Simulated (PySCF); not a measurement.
Name the molecule from its bond curve

A diatomic of charge +1 contains S (the partner may be the same element). Its doublet curve at PBE0 in a double-zeta basis (no relativity, PySCF), in eV from the separated fragments:

| R (Å) | E (eV) |
| --- | --- |
| 1.701 | -1.471 |
| 1.780 | -2.281 |
| 1.859 | -2.709 |
| 1.919 | -2.853 |
| 1.978 | -2.885 |
| 2.037 | -2.834 |
| 2.116 | -2.669 |
| 2.215 | -2.357 |
| 2.334 | -1.885 |
| 2.492 | -1.175 |

The fit gives ωe = 649 cm⁻¹ and the rotational constant Bₑ = 0.2721 cm⁻¹.

Task: Which atom is the partner?

Result: The minimum lies at 1.969 Å, so the reduced mass is 16.8576 u Å² cm⁻¹/(Bₑ·Re²) = 15.98 u. With S at 31.97 u the partner weighs about 32.0 u: S. The molecule is S₂⁺.

3-21G is very small, so such numbers show the basis as much as the molecule. The state is the lowest determinant that a PBE0 search found; another state may lie lower at other levels.
